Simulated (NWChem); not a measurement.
System meant: SiO cation, doublet; SMILES of the neutral closed-shell parent O=[Si]

NWChem input:

```
start job
memory heap 200 mb stack 900 mb global 1100 mb
charge 1
geometry units angstroms noautoz
  Si     0.000000     0.000000     0.566628
  O      0.000000     0.000000    -0.971807
end
basis spherical
  Si library def2-svp
  O library def2-svp
end
dft
  odft
  mult 2
  xc pbe0
  iterations 4
  mulliken
end
task dft energy
```

End of the output:

```
     --------------------------
     Expectation value of S2:
     --------------------------
      <S2> =      0.7577 (Exact =     0.7500)

 center of mass
 --------------
 x =   0.00000000 y =   0.00000000 z =  -0.00034049

 moments of inertia (a.u.)
 ------------------
          86.012821247882           0.000000000000           0.000000000000
           0.000000000000          86.012821247882           0.000000000000
           0.000000000000           0.000000000000           0.000000000000

     Multipole analysis of the density
     ---------------------------------

     L   x y z        total         alpha         beta         nuclear
     -   - - -        -----         -----         ----         -------
     0   0 0 0      1.000000    -11.000000    -10.000000     22.000000

     1   1 0 0     -0.000000     -0.000000     -0.000000      0.000000
     1   0 1 0     -0.000000     -0.000000      0.000000      0.000000
     1   0 0 1      1.657377      0.625296      1.032081      0.000000

     2   2 0 0     -9.706931     -5.341049     -4.365881      0.000000
     2   1 1 0      0.000000      0.000000      0.000000      0.000000
     2   1 0 1      0.000000      0.000000      0.000000      0.000000
     2   0 2 0     -9.706931     -5.341049     -4.365881      0.000000
     2   0 1 1      0.000000      0.000000     -0.000000      0.000000
     2   0 0 2     -8.323383    -28.659137    -22.692261     43.028016

 ------------------------------------------------------------------------
 dft energy failed                                                                                  0
 ------------------------------------------------------------------------
 ------------------------------------------------------------------------
  current input line :
    19: task dft energy
 ------------------------------------------------------------------------
 ------------------------------------------------------------------------
 This type of error is most commonly associated with calculations not reaching convergence criteria
 ------------------------------------------------------------------------
 For more information see the NWChem manual at https://nwchemgit.github.io

0:dft energy failed:Received an Error in Communication
```

Task: What is wrong, and how is it mended?

Result: The run did not converge; its last values are not results. Cause: the SCF was allowed too few iterations. This input runs:
```
start job
memory heap 200 mb stack 900 mb global 1100 mb
charge 1
geometry units angstroms noautoz
  Si     0.000000     0.000000     0.566628
  O      0.000000     0.000000    -0.971807
end
basis spherical
  * library def2-svp
end
dft
  odft
  mult 2
  xc pbe0
  iterations 150
  mulliken
end
task dft energy
```
It converges to -363.93976 Ha (PBE0/def2-SVP, spin-unrestricted).
